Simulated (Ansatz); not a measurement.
# Active spaces for C₄H₅N, singlet

Program: Ansatz, Gaussian basis, development build. Basis cc-pVTZ, nonrelativistic, no frozen core. State-specific CASSCF; RHF is the lowest restricted (open-shell) Hartree–Fock solution met. No symmetry is imposed, so a solution can break that of the shape. The lowest solution met needn't be the lowest there is, nor hold the orbitals that a chemist would pick.

Geometry:

```tsv
atom	x (Å)	y (Å)	z (Å)
N	0.0000	0.1016	1.2472
C	0.0000	-1.0972	0.4091
C	0.0000	-0.6385	-1.0137
C	0.0000	0.7118	-0.9946
C	0.0000	1.1015	0.4145
H	0.8811	-1.7015	0.6601
H	-0.8811	-1.7015	0.6601
H	0.0000	-1.2886	-1.8811
H	0.0000	1.3882	-1.8416
H	0.0000	2.1263	0.7803
```

(1) What do CASSCF and its corrections give against RHF in CAS(4,4), and what are the occupations?

(2) Roughly how much CPU time does a whole run from the default start take (median of such runs, summed over threads; nearly all runs on one pinned thread of a shared server, mostly Xeon at 2.3 to 2.6 GHz, by a development driver)?

Answers

(1) CASSCF -1.588 eV, SC-NEVPT2 -24.898 eV; occupations 1.93, 1.89, 0.12, 0.06.

(2) CAS(4,4): about 17 s. Other jobs ran beside these, and the count of passes differs.
